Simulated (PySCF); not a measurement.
**Partial charges of `C#CC=O`**

Compound: C₃H₂O.
Geometry (GFN2-xTB, Å), atoms numbered from 1 in this order:
```
atom  x, y, z in Å
C1     1.448   -0.097    0.474
C2     0.309   -0.028    0.100
C3    -1.049    0.054   -0.345
O4    -1.850   -0.839   -0.310
H5     2.447   -0.148    0.799
H6    -1.301    1.060   -0.740
```

Density: PBE0/pcSseg-1 (PySCF); schemes: Mulliken, IAO, Hirshfeld and ESP-fitted. Isolated species at its GFN2-xTB geometry, gas phase.

Q: What partial charge does each atom carry?

A: In e:

```
atom             environment  Mulliken     IAO  Hirshfeld  ESP-fitted
  C1  terminal alkyne carbon    -0.215  -0.157     -0.052      -0.363
  C2           alkyne carbon    +0.120  -0.072     -0.042      -0.051
  C3         aldehyde carbon    +0.241  +0.245     +0.137      +0.511
  O4         aldehyde oxygen    -0.323  -0.353     -0.205      -0.419
  H5         alkyne hydrogen    +0.071  +0.216     +0.109      +0.327
  H6         formyl hydrogen    +0.106  +0.122     +0.053      -0.003
```

Mean size of the charges over all atoms: ESP-fitted 0.279 e, IAO 0.194 e, Mulliken 0.179 e, Hirshfeld 0.100 e. Each set sums to the total charge, 0, to within 0.001 e. The ESP scheme is a least-squares fit of atom-centred charges to the potential on four shells outside the van der Waals surface, with the total charge fixed. The IAO scheme counts the electrons in orthogonalised intrinsic atomic orbitals, a minimal basis polarised so that it spans the occupied orbitals exactly.

Lowest charge. All schemes agree: Mulliken O4 (-0.323); IAO O4 (-0.353); Hirshfeld O4 (-0.205); ESP-fitted O4 (-0.419).

Highest charge. All schemes agree: Mulliken C3 (+0.241); IAO C3 (+0.245); Hirshfeld C3 (+0.137); ESP-fitted C3 (+0.511).

Q: How many electrons does the Mulliken scheme count on C1?

A: Z − q = 6 − (-0.215) ≈ 6.216.

Q: Sum the charges by element, for elements with more than one atom.

A: 
| element | atoms | Mulliken | IAO | Hirshfeld | ESP-fitted |
| --- | --- | --- | --- | --- | --- |
| C | 3 | +0.145 | +0.015 | +0.043 | +0.096 |
| H | 2 | +0.178 | +0.337 | +0.162 | +0.324 |

Q: How closely do the schemes follow one another over all atoms?

A: Correlation coefficient and root-mean-square difference: IAO with Hirshfeld 0.99, 0.101 e; IAO with ESP-fitted 0.93, 0.156 e; Hirshfeld with ESP-fitted 0.91, 0.236 e; Mulliken with IAO 0.88, 0.102 e; Mulliken with ESP-fitted 0.88, 0.187 e; Mulliken with Hirshfeld 0.86, 0.117 e.

The run behind these numbers computed NMR shieldings as well. Hardware: an Arm Neoverse V1 with one thread, shared host. Cost: 3.4 s.
